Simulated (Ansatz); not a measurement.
```yaml
crystal:
  periodic: [false, false, false]
  atoms:
    - {symbol: N, position_ang: [-1.025479, 0.042621, 1.785549]}
    - {symbol: C, position_ang: [-0.465804, 0.117143, 0.691650]}
    - {symbol: C, position_ang: [0.263349, 0.077604, -0.397882]}
    - {symbol: O, position_ang: [0.982940, 1.146761, -0.809353]}
    - {symbol: O, position_ang: [0.260083, -0.962385, -1.288056]}
    - {symbol: H, position_ang: [1.924254, 0.845774, -0.974081]}
    - {symbol: H, position_ang: [1.874254, 0.845774, -1.024081]}
    - {symbol: H, position_ang: [0.161291, -1.789395, -0.807164]}
basis:
  gaussian: {orbitals: def2-SVP, nuclear_model: gaussian}
hamiltonian: {xc: {name: RPBE}, dispersion: d3bjatm}
output: {forces: true}
```

```sh
$ ansatz run in.yaml --threads 2 --pin off --events-out ev --progress --plain --max-ram 4352MiB
```

It prints (some lines left out):

```
Functional definition: RPBE
948 factors; their error is unknown
mean field evaluation 1: about -7520.1558 eV, gradient 6.1e1 eV
mean field evaluation 2: about -7499.5360 eV, gradient 1.2e2 eV
mean field evaluation 4: about -7526.2829 eV, gradient 2.6e1 eV
mean field evaluation 8: about -7528.1021 eV, gradient 7.3e-1 eV
mean field evaluation 16: about -7528.0953 eV, gradient 1.7e-3 eV
mean field -7528.09533800 eV, -276.6524009452 hartree, gradient 5.3e-5 eV, S^2 0.000000; 0 other end points of the search recorded, 0 dependent functions left out
reference -7528.09536189 eV, -276.6524018230 hartree; 19, 19 occupied and 66, 66 virtual orbitals, 948 factors
Total energy: -7528.78889746 eV, -276.6778887853 hartree
Atom 0 at    -1.025479     0.042621     1.785549 Å, force     1.197136     0.409542    -3.318321 eV/Å
Atom 1 at    -0.465804     0.117143     0.691650 Å, force    -2.884898    -0.552222     7.820003 eV/Å
Atom 2 at     0.263349     0.077604    -0.397882 Å, force     1.928024     1.724548    -4.191598 eV/Å
Atom 3 at     0.982940     1.146761    -0.809353 Å, force   -21.403863     4.157288     3.735403 eV/Å
Atom 4 at     0.260083    -0.962385    -1.288056 Å, force     0.129191     0.665874    -0.951977 eV/Å
Atom 5 at     1.924254     0.845774    -0.974081 Å, force  2030.665167    -2.687454  2020.949739 eV/Å
Atom 6 at     1.874254     0.845774    -1.024081 Å, force -2009.499116    -3.181326 -2024.530273 eV/Å
Atom 7 at     0.161291    -1.789395    -0.807164 Å, force    -0.131641    -0.536251     0.487024 eV/Å
Dipole moment:     0.537881    -0.289727    -0.478650 e Å
```

In this input one atom was put on top of another. The run converged. The result belongs to that input, not to the molecule as meant.
